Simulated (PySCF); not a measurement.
**A PySCF run on OH⁻**

State: ¹Σ⁺ (singlet), closed shell.

An equivalent input (the run itself took its basis sets from the Basis Set Exchange, started from a PBE0 density and held the occupation σ 3α 3β, πx 1α 1β, πy 1α 1β):

```python
from pyscf import gto, scf, cc
mol = gto.M(atom='H 0 0 0; O 0 0 0.962', basis={'H': 'def2-TZVPPD', 'O': 'def2-TZVPPD'},
            charge=-1, spin=0, verbose=4, symmetry='C2v')
mf = scf.RHF(mol)
mf.irrep_nelec = {'A1': 6, 'B1': 2, 'B2': 2}
mf.conv_tol = 1e-9
mf.max_cycle = 60
mf.diis_space = 10
mf.kernel()
mycc = cc.CCSD(mf, frozen=[0, 56])
mycc.run(conv_tol=1e-7, conv_tol_normt=1e-5, max_cycle=80, diis_space=8)
et = mycc.ccsd_t()
```

The SCF ended at -75.41534852 hartree. The coupled-cluster part of the log:

```
******** <class 'pyscf.cc.ccsd.CCSD'> ********
CC2 = 0
CCSD nocc = 4, nmo = 55
frozen orbitals [0, 56]
max_cycle = 80
direct = 0
conv_tol = 1e-07
conv_tol_normt = 1e-05
diis_space = 8
diis_start_cycle = 0
diis_start_energy_diff = 1e+09
Init t2, MP2 energy = -75.6990639758984  E_corr(MP2) -0.283715459742373
Init E_corr(CCSD) = -0.283715459742515
cycle = 1  E_corr(CCSD) = -0.268892015898431  dE = 0.0148234438  norm(t1,t2) = 0.0694097
cycle = 2  E_corr(CCSD) = -0.280189704031933  dE = -0.0112976881  norm(t1,t2) = 0.0334487
cycle = 3  E_corr(CCSD) = -0.27866021271375  dE = 0.00152949132  norm(t1,t2) = 0.0261669
cycle = 4  E_corr(CCSD) = -0.279149726163297  dE = -0.00048951345  norm(t1,t2) = 0.00620774
cycle = 5  E_corr(CCSD) = -0.279457371684541  dE = -0.000307645521  norm(t1,t2) = 0.00168363
cycle = 6  E_corr(CCSD) = -0.27943395195844  dE = 2.34197261e-05  norm(t1,t2) = 0.000612318
cycle = 7  E_corr(CCSD) = -0.279370553231442  dE = 6.3398727e-05  norm(t1,t2) = 0.00020705
cycle = 8  E_corr(CCSD) = -0.279376138618682  dE = -5.58538724e-06  norm(t1,t2) = 5.94635e-05
cycle = 9  E_corr(CCSD) = -0.279379016931992  dE = -2.87831331e-06  norm(t1,t2) = 1.69872e-05
cycle = 10  E_corr(CCSD) = -0.279378619024948  dE = 3.97907044e-07  norm(t1,t2) = 6.01323e-06
cycle = 11  E_corr(CCSD) = -0.279378546843488  dE = 7.21814605e-08  norm(t1,t2) = 2.29737e-06
CCSD converged
E(CCSD) = -75.69472706299953  E_corr = -0.2793785468434877
CCSD(T) correction = -0.0117271523363623
```

T1 diagnostic 0.024, D1 0.046, 8 electrons correlated, 1 of the virtual orbitals (those above 20 hartree) left out.

Repeating this along the bond gives Re = 0.966 Å and ωe = 3738 cm⁻¹.

A point of this curve took 0.8 CPU seconds beside 0.045 for the integrals, on Intel Xeon Platinum 8488C (shared host).

Correlated steps freeze 1 core orbital. The CCSD T1 diagnostic is raised, a sign that a single reference may not be enough here.
